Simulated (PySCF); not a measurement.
B3LYP has the VWN-RPA correlation part, as in Gaussian. 

```xyz
14

C     -1.9559     0.0374    -0.0566
C     -0.5463    -0.3628     0.3688
C      0.5463     0.3628    -0.4137
C      1.9559    -0.0374     0.0116
H     -2.7151    -0.4958     0.5184
H     -2.1239    -0.1818    -1.1140
H     -2.1202     1.1082     0.0874
H     -0.4181    -1.4434     0.2450
H     -0.4144    -0.1628     1.4374
H      0.4181     1.4434    -0.2899
H      0.4144     0.1628    -1.4824
H      2.1239     0.1818     1.0690
H      2.1202    -1.1082    -0.1324
H      2.7151     0.4958    -0.5633
```

Charge 0, multiplicity 1.

Problem. Give the Mulliken and meta-Löwdin atomic charges from B3LYP-D3(BJ)/def2-TZVP run with PySCF.

Solution. 
```
atom  Mulliken (e)  meta-Löwdin (e)
----  ------------  ---------------
C1           -0.32            -0.32
C2           -0.15            -0.18
C3           -0.15            -0.18
C4           -0.32            -0.32
H5            0.11             0.11
H6            0.10             0.10
H7            0.10             0.10
H8            0.08             0.09
H9            0.08             0.09
H10           0.08             0.09
H11           0.08             0.09
H12           0.10             0.10
H13           0.10             0.10
H14           0.11             0.11
```
